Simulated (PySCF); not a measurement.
## H2N, SMILES `[NH2]` (charge 0, multiplicity 2)

Method: PySCF with TPSSh-D3(BJ)/def2-TZVP // TPSS-D3(BJ)/def2-SVP.

```
Quantity                                               Result
-----------------------------  ------------------------------
highest occupied spin orbital                        -7.95 eV
dipole moment                                       0.402 e·Å
total energy                                      -55.9040 Ha
cost                           around 28 core-seconds (rough)
```

```xyz
3

N     -0.0009     0.4444     0.0000
H     -0.8042    -0.2236     0.0000
H      0.8051    -0.2202     0.0000
```
Charge 0, spin multiplicity 2.
